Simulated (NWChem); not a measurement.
# B3LYP/pcseg-0 run of CH3ClSi (SMILES C[Si]Cl)

Aim: the vertical ionisation energy of CH3ClSi at B3LYP/pcseg-0, from 2 runs. 

The results are computed with NWChem 7.3.0.

## 1. The system as given

CH3ClSi has 6 atoms, charge 0, and is taken as a singlet. SMILES: `C[Si]Cl`. Geometry: relaxed at PBE0-D4/def2-TZVP.

Bond lengths: C1–Si2 1.887 Å, Si2–Cl3 2.093 Å, C1–H4 1.096 Å, C1–H5 1.093 Å, C1–H6 1.096 Å. Angles: C1–Si2–Cl3 98.3°, Si2–C1–H4 110.2°, Si2–C1–H5 111.6°, Si2–C1–H6 110.2°, H4–C1–H5 109.0°, H4–C1–H6 106.7°, H5–C1–H6 109.0°.

## 2. The energy at B3LYP/pcseg-0

File mol.nw:

```
start mol
title "CH3ClSi"
memory total 2200 mb
charge 0
geometry noautosym nocenter noautoz
  C     -0.420900     0.376200    -0.177100
  Si     0.228200    -0.642100     1.273100
  Cl     1.857700    -1.533900     0.308500
  H      0.353800     1.065800    -0.531400
  H     -1.308700     0.949900     0.100100
  H     -0.668100    -0.280000    -1.019400
end
basis spherical bse
  * library pcseg-0
end
dft
  xc b3lyp
  grid fine
  convergence energy 1e-08
  maxiter 100
  mulliken
  print low
end
task dft energy
```

Started as:

```sh
$ nwchem mol.nw > mol.out
```

Output:

```text
[...]
 d= 0,ls=0.0,diis     1   -788.6115097968 -9.17D+02  2.58D-02  2.95D-01     0.4
[...]
 d= 0,ls=0.0,diis     8   -788.6531949437  5.49D-09  8.41D-06  9.27D-08     2.5
         Total DFT energy =     -788.653194943712
      One electron energy =    -1342.946279227097
           Coulomb energy =      481.775829209819
    Exchange-Corr. energy =      -55.635987525585
 Nuclear repulsion energy =      128.153242599150
[...]
      Total Density - Mulliken Population Analysis
     ---------------------------------------------
    Atom       Charge   Shell Charges
 -----------   ------   -------------------------------------------------------
    1 C    6     7.11   1.98  0.80  0.71  1.50  2.11
    2 Si  14    13.24   2.00  2.00  1.17  0.67  5.80  0.76  0.84
    3 Cl  17    17.38   2.00  2.00  1.13  0.87  5.88  1.97  3.53
    4 H    1     0.75   0.57  0.19
    5 H    1     0.77   0.57  0.19
    6 H    1     0.75   0.57  0.19
[...]
```

It took 3.3 s on 1 thread of Intel Xeon Platinum 8559C (Emerald Rapids), shared host; peak memory 0.11 GiB.

## 3. The doublet cation, same level

File sp.nw:

```
start sp
memory stack 880 mb heap 220 mb global 1100 mb
charge 1
geometry units bohr noautosym nocenter noautoz
   C  -0.79538573  0.71091497 -0.33467050
   Si  0.43123550 -1.21339314  2.40581033
   Cl  3.51054422 -2.89865090  0.58298051
   H   0.66858510  2.01407010 -1.00420046
   H  -2.47308458  1.79505085  0.18916159
   H  -1.26252602 -0.52912331 -1.92638681
end
basis spherical bse
   * library pcseg-0
end
dft
   xc b3lyp
   mult 2
   grid fine
   convergence energy 1e-08
   maxiter 100
   mulliken
   print low
end
task dft energy
```

Started as:

```sh
$ nwchem sp.nw > sp.out
```

Output:

```text
[...]
 d= 0,ls=0.0,diis     1   -788.1548841433 -9.16D+02  3.63D-02  3.72D-01     0.6
[...]
 d= 0,ls=0.0,diis    12   -788.3157048658 -6.39D-10  2.06D-07  3.91D-11     5.7
[...]
         Total DFT energy =     -788.315704865812
      One electron energy =    -1332.514487250521
           Coulomb energy =      471.345051899163
    Exchange-Corr. energy =      -55.299502879570
 Nuclear repulsion energy =      128.153233365116
[...]
      Total Density - Mulliken Population Analysis
     ---------------------------------------------
    Atom       Charge   Shell Charges
 -----------   ------   -------------------------------------------------------
    1 C    6     7.10   1.98  0.82  0.74  1.49  2.06
    2 Si  14    12.81   2.00  2.00  1.22  0.27  5.80  0.76  0.76
    3 Cl  17    17.11   2.00  2.00  1.18  0.83  5.88  1.96  3.26
    4 H    1     0.65   0.55  0.11
    5 H    1     0.67   0.56  0.11
    6 H    1     0.65   0.55  0.11
[...]
      <S2> =      0.7529 (Exact =     0.7500)
[...]
```

It took 6.3 s on 1 thread of Intel Xeon Platinum 8559C (Emerald Rapids), shared host; peak memory 0.11 GiB.

## 4. What came out

Level: B3LYP/pcseg-0.

| quantity | value |
| --- | --- |
| singlet CH3ClSi: total energy | -788.65319 Eh |
| doublet cation: total energy | -788.31570 Eh |
| doublet cation: ⟨S²⟩ | 0.753 |
| vertical ionisation energy (to the doublet cation) | 9.184 eV |

**Reading.** Removing an electron at fixed nuclei costs 9.18 eV (212 kcal/mol).
